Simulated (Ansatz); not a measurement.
Take TiC in the rock salt structure (space group Fm-3m, No. 225) as the base.

```yaml
crystal:
  lattice:
    - [0.00000, 2.16390, 2.16390]
    - [2.16390, 0.00000, 2.16390]
    - [2.16390, 2.16390, 0.00000]
  atoms:
    - { symbol: C, position: [0.00000, 0.00000, 0.00000] }
    - { symbol: Ti, position: [0.50000, 0.50000, 0.50000] }
```

Calculations: r2SCAN (Ansatz, a program for electronic structure, PAW, without spin-orbit coupling).

Modification: Zr takes the place of Ti on all its sites; the structure is relaxed again.

Measured lattice parameter a: TiC 4.33 Å (temperature not stated; as listed in Guo-Xu Zhang et al., New Journal of Physics (2018)); ZrC 4.696 Å (temperature not stated; as listed in Guo-Xu Zhang et al., New Journal of Physics (2018)).

Problem. How well does r2SCAN reproduce the measured shift?

Solution. With r2SCAN the lattice parameter a moves by +0.384 Å (4.328 → 4.711) against +0.366 Å measured.

Whether these cells are dynamically stable was not tested. All final runs are without spin polarisation.
